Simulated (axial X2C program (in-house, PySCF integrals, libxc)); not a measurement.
Working with the constants of CO

A bond curve at the CCSD(T) level, 2c, was computed with an in-house all-electron X2C program for linear molecules (integrals from PySCF) (basis O dyall-av3z [7s6p3d2f], C dyall-v3z [7s6p2d1f] (cores contracted in-house)) for the state Ω = 0 (closed shell). Its fit gives Re = 1.1353 Å, ωe = 2145.8 cm⁻¹, ωexe = 13 cm⁻¹ and αe = 1.720e-02 cm⁻¹; the masses are 15.9949 and 12.0000 u. Two-component means X2C with spin–orbit coupling and atomic mean-field Coulomb and Gaunt terms.

Correlated methods: 10 electrons correlated (number of frozen shells: O 1 s; C 1 s), 172 virtual spin orbitals or spinors in MP2, 88 natural virtuals in coupled cluster.

(1) Find the reduced mass, Be and the force constant.

(2) Estimate the centrifugal constant by the Kratzer relation.

(3) Estimate De from a Morse curve and compare with the computed well depth of 10.939 eV to O + C.

(4) A Morse curve ties αe to the other constants (Pekeris). How well does that hold?

(5) Give B0, the J = 1←0 line in GHz and the most populated J at 300 K (kT = 208.5 cm⁻¹).

The state is one determinant whose occupation by symmetry is held fixed; it was picked as the lowest of a PBE0 search that is not exhaustive. De is counted from the lowest determinant-based energies of the atoms at the same level, without counterpoise correction. Coupled cluster ran in a truncated set of natural virtual spinors; the MP2 energy of the rest was added. (T) has no such correction and the atoms are truncated less, which lowers De at CCSD(T) by a hundredth of an eV or more. In 2c an atomic determinant is not the ground J level, so De misses part of the atomic spin–orbit lowering. This holds for CCSD(T).

## Answers

(1) From the CCSD(T) values: μ = 6.8562 u. Be = 16.8576/(μ Re²) = 1.908 cm⁻¹. k = 5.8918×10⁻⁷ μ ωe² = 18.6 mdyn/Å.

(2) D = 4Be³/ωe² = 6.03e-06 cm⁻¹.

(3) De(Morse) = ωe²/(4ωexe) = 10.978 eV against 10.939 eV computed, a ratio of 1.00. For De the Morse form works well here.

(4) αe(Morse) = 6Be²/ωe × (√(ωexe/Be) − 1) = 1.639e-02 cm⁻¹; the CCSD(T) curve gives 1.720e-02 cm⁻¹, a ratio of 0.95.

(5) B0 = Be − αe/2 = 1.899 cm⁻¹; 2B0 = 113.9 GHz; J(max) ≈ √(kT/2B0) − 1/2 = 6.9, so J = 7.
